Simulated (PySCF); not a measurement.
Gas-phase reaction: HSiNH2 + SiHCl3 + 2 NH2 = SiCl3NH2 + SiH2(NH2)2

Energies from PySCF (xtb for GFN2), thermal terms from the rigid-rotor harmonic-oscillator model, ideal gas at 1 bar. † marks an energy on the PBE0/def2-TZVP geometry and frequencies; other levels use their own. 6-31G* has spherical d functions here. Open shells (unrestricted): NH2 (multiplicity 2); the rest are closed-shell singlets. GFN2 has no spin-polarisation term. B3LYP is the form with VWN-RPA correlation. No R ln 2 is added for the mirror-image form of SiH2(NH2)2. HSiNH2, SiCl3NH2, SiH2(NH2)2: computed as isolated molecules; such fragments, hydroxides, amides, oligomers or adducts are transient or little studied in the gas. The harmonic model lacks anharmonicity and excited electronic states, which grow with temperature; levels with a mode under 35 cm⁻¹ are left out. Internal rotation in HSiNH2, SiCl3NH2, SiH2(NH2)2 is treated as a harmonic vibration of one conformer, which makes the entropy rough.

```
level             ΔE electronic, kJ  ΔH°(298 K), kJ  ΔS°(298 K), J/K  ΔG°(1600 K), kJ
----------------  -----------------  --------------  ---------------  ---------------
B3LYP/6-31G*                   -699            -668             -303             -206
B3LYP/def2-TZVP†               -719            -688             -300             -233
BLYP/def2-TZVP†                -692            -661             -300             -206
GFN2-xTB                       -924            -892             -302             -428
HF/def2-TZVP†                  -598            -567             -300             -111
PBE0/def2-QZVP†                -753            -722             -300             -266
PBE0/def2-TZVP                 -752            -721             -300             -266
```
ΔH° is lowest at GFN2-xTB and highest at HF/def2-TZVP†. No reference value is set beside these.
